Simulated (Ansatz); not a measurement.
Ideal-gas functions of `OC=S` at 298.15 K and 1 bar, from an Ansatz frequency run at PBE0-D4/def2-TZVP.

Molar mass 62.09 g/mol, point group Cs (symmetry number 1), electronic degeneracy 1, moments of inertia 6.874, 81.501, 88.376 u Å². Harmonic wavenumbers (cm⁻¹, unscaled): 480, 525, 931, 981, 1259, 1276, 1484, 3080, 3804.

Use S(trans) = R[1.5 ln M + 2.5 ln T − 1.1517]; rotational temperatures θ = 24.2544 K / I; S(rot) = R[ln(√π/σ · √(T³/θAθBθC)) + 1.5]; for each mode x = 1.438777 ν̃/T, S = R[x/(eˣ − 1) − ln(1 − e⁻ˣ)] and H = RT x/(eˣ − 1); 1 cm⁻¹ = 0.0119627 kJ/mol; R = 8.31446 J/(mol·K).

By hand: the entropy, in J/(mol·K).

Translation 160.3. Rotation: θ = 3.5284, 0.2976, 0.2744 K, giving 93.5. Vibration, mode by mode: 2.97, 2.50, 0.52, 0.42, 0.14, 0.13, 0.05, 0.00, 0.00, in all 6.7. Electronic 0.0. Sum 260.5 J/(mol·K).

By hand: H − E and G − E in kJ/mol, counted from the electronic energy.

Zero-point energy ½ × 13820 × 0.0119627 = 82.7; thermal vibration 1.5; translation, rotation and pV give 4 RT = 9.9. H − E = 94.1 kJ/mol, and G − E = 94.1 − 298.15 × 260.5/1000 = 16.4 kJ/mol.

Vibration gives 3 % of the entropy. The sum counts one conformer and one mirror image; others add a mixing term.
